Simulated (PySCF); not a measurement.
Excitation energies in several basis sets

Compound: C5H7F.
SMILES: `C/C=C/C=C/F`

TDDFT with PBE0 (PySCF), vertical singlets, core orbitals frozen in the response, spherical d and f functions. Geometry: PBE0-D3(BJ)/def2-SVP, one conformer, isolated molecule.

```json
{"basis": "6-31G*", "functions": "98", "diffuse": "no", "S1 (eV)": "5.90", "S2 (eV)": "7.26", "S3 (eV)": "7.59", "S4 (eV)": "7.95", "S5 (eV)": "8.17", "LUMO (eV)": "-0.20", "α (au)": "58.8"}
{"basis": "def2-SVP", "functions": "119", "diffuse": "no", "S1 (eV)": "5.84", "S2 (eV)": "7.04", "S3 (eV)": "7.15", "S4 (eV)": "7.52", "S5 (eV)": "7.79", "LUMO (eV)": "-0.47", "α (au)": "61.4"}
{"basis": "6-31+G*", "functions": "122", "diffuse": "yes", "S1 (eV)": "5.73", "S2 (eV)": "5.94", "S3 (eV)": "5.97", "S4 (eV)": "6.31", "S5 (eV)": "6.43", "LUMO (eV)": "-0.55", "α (au)": "67.1"}
{"basis": "def2-SVPD", "functions": "179", "diffuse": "yes", "S1 (eV)": "5.73", "S2 (eV)": "6.30", "S3 (eV)": "6.35", "S4 (eV)": "6.74", "S5 (eV)": "6.76", "LUMO (eV)": "-0.64", "α (au)": "70.4"}
{"basis": "aug-cc-pVDZ", "functions": "201", "diffuse": "yes", "S1 (eV)": "5.51", "S2 (eV)": "5.64", "S3 (eV)": "5.66", "S4 (eV)": "5.94", "S5 (eV)": "6.32", "LUMO (eV)": "-0.60", "α (au)": "71.9"}
{"basis": "def2-TZVP", "functions": "228", "diffuse": "no", "S1 (eV)": "5.73", "S2 (eV)": "6.71", "S3 (eV)": "6.79", "S4 (eV)": "6.92", "S5 (eV)": "7.54", "LUMO (eV)": "-0.56", "α (au)": "68.5"}
{"basis": "def2-TZVPD", "functions": "288", "diffuse": "yes", "S1 (eV)": "5.68", "S2 (eV)": "5.87", "S3 (eV)": "5.95", "S4 (eV)": "6.28", "S5 (eV)": "6.57", "LUMO (eV)": "-0.61", "α (au)": "71.9"}
```

Problem. How much do these states and the polarisability depend on the basis?

Solution. States are compared by their number. Against the largest diffuse basis here (def2-TZVPD, itself not a converged limit), sets without diffuse functions differ by up to 0.22 eV in S1 and 1.60 eV in S5; the smaller diffuse sets differ by up to 0.17 and 0.25 eV. State by state, the largest deviation of a set without diffuse functions is S1 0.22, S2 1.40, S3 1.65, S4 1.67, S5 1.60 eV. The same number needn't mean the same state in each row. Against def2-TZVPD the polarisability deviates by -18% in 6-31G*, -15% in def2-SVP, -7% in 6-31+G*, -2% in def2-SVPD, 0% in aug-cc-pVDZ, -5% in def2-TZVP. A single + in a Pople set puts diffuse functions on heavy atoms only.
